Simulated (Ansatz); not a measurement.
A made-up structure of Mg2SiH4, closed shell:

```tsv
atom	x (Å)	y (Å)	z (Å)
Mg1	-3.1014	-1.3708	-1.0852
Mg2	-0.5898	-0.2600	-0.2050
Si3	1.6811	0.7432	0.5886
H4	-4.6020	-2.0342	-1.6111
H5	2.8770	0.0360	0.0285
H6	1.8679	0.7052	2.0743
H7	0.4747	-1.5931	0.0137
```

It is relaxed with PBE-D4/def2-SVP and then PBE0-D4/def2-TZVP (Ansatz 0.2.0). Atoms count as bonded within 1.22 times the sum of their covalent radii (H–H: 0.88 Å). The end point is not checked to be a true minimum.

Task: Does its bonding change? (Judge from chemistry; the calculation decides.)

Result: By the calculation: Yes. Formed: Si3–H7; broken: Mg2–H7.

Where it ends: The first stage lowers the energy by 2.16 eV in 16 steps. It ends as Mg₂SiH₄ ([MgH][Mg][SiH3]):
Mg1  (-3.447, -1.284, -1.281)
Mg2  (-0.816, -0.682, -0.266)
Si3  (1.562, -0.135, 0.651)
H4  (-5.019, -1.643, -1.887)
H5  (2.472, 0.477, -0.369)
H6  (1.556, 0.830, 1.796)
H7  (2.300, -1.336, 1.159)
(Å)

Labels in which every atom is bracketed show which atoms are joined, not bond orders.

For scale, one of the runs: PBE0-D4/def2-TZVP relaxation, 125 basis functions, launched by `ansatz run in.yaml --threads 2 --pin off --events-out ev --progress --plain --max-ram 4352MiB`. Hardware: 2 CPU threads of an Intel Xeon 6975P-C, shared host. Wall time about 6 s.
